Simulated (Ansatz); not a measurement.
Born–Oppenheimer molecular dynamics of CH₆Si₂ (9 atoms, charge 0, multiplicity 1). It starts from a rough guess of a transition structure, not a stationary point.

These are results of UKS B3LYP-D4/6-31G in Ansatz 0.2.0, not measurements.

- ensemble: NVE (velocity Verlet)
- time step: 0.5 fs
- steps asked: 150
- starting velocities drawn for: 300 K
- seed: 937941

First frame:

```xyz
9
Properties=species:S:1:pos:R:3
C -0.306 0.871 0.332
Si 0.832 -1.000 -0.073
Si -0.577 -0.337 -1.641
H -1.863 -0.994 -1.199
H 0.035 0.899 1.366
H -1.389 0.923 0.380
H 0.083 1.769 -0.140
H 1.006 -1.704 1.217
H 2.180 -0.428 -0.242
```

(1) What does the run give?

(2) What happens to the structure?

(3) How do temperature and energy run in time?

Answers

(1) All steps were run.

```
steps done                                               : 150
time covered                                             : 75 fs
mean temperature over the second half                    : 736 K
spread of the potential energy over the second half      : 13.6 meV per atom
mean potential energy of the second half above the start : -43.8 meV per atom
```

The conserved energy stayed within 0.2 meV per atom of its start (net change -0.0066 meV per atom), so the integration is sound. The system heated up, since it started high on the potential surface and ran downhill. A run of 0.075 ps of so small a system gives no equilibrium averages. The orbitals stay closed-shell, which can raise the energy where a bond breaks towards radicals; this wasn't checked here. Limits of this set-up: no polarisation functions.

(2) The step under study would form C1–Si3 and break C1–Si2. These pairs go: C1–Si3 2.33 → 3.53 Å, C1–Si2 2.23 → 2.00 Å. In the last frame they stand as before the step (other bonds may differ from the relaxed reactants and products). It ends as one piece, CH6Si2. Pairs count as bonded within 1.25 times the sum of covalent radii (0.12 Å more for H–H). This is one draw of velocities; another would differ in detail.

(3) 
```tsv
time (fs)	T (K)	potential energy less start (eV)	conserved less start (meV/atom)
0.0	300	0.000	0.00
2.5	258	0.039	0.19
5.0	366	-0.060	-0.01
7.5	267	0.032	0.17
10.0	354	-0.049	0.03
12.5	339	-0.034	0.17
15.0	451	-0.136	0.00
17.5	442	-0.127	0.15
20.0	561	-0.236	0.04
22.5	560	-0.235	0.10
25.0	563	-0.238	0.04
27.5	513	-0.192	0.11
30.0	504	-0.183	0.13
32.5	571	-0.245	0.04
35.0	587	-0.259	0.10
37.5	624	-0.293	0.05
40.0	553	-0.228	0.16
42.5	642	-0.309	-0.01
45.0	570	-0.243	0.17
47.5	622	-0.291	0.02
50.0	568	-0.241	0.16
52.5	669	-0.333	0.03
55.0	657	-0.322	0.16
57.5	801	-0.453	0.02
60.0	845	-0.492	0.10
62.5	896	-0.538	0.11
65.0	956	-0.593	0.04
67.5	933	-0.572	0.07
70.0	865	-0.511	0.07
72.5	763	-0.417	0.15
75.0	797	-0.450	-0.01
```

Run time: 20 min on 1 CPU thread of a shared host.
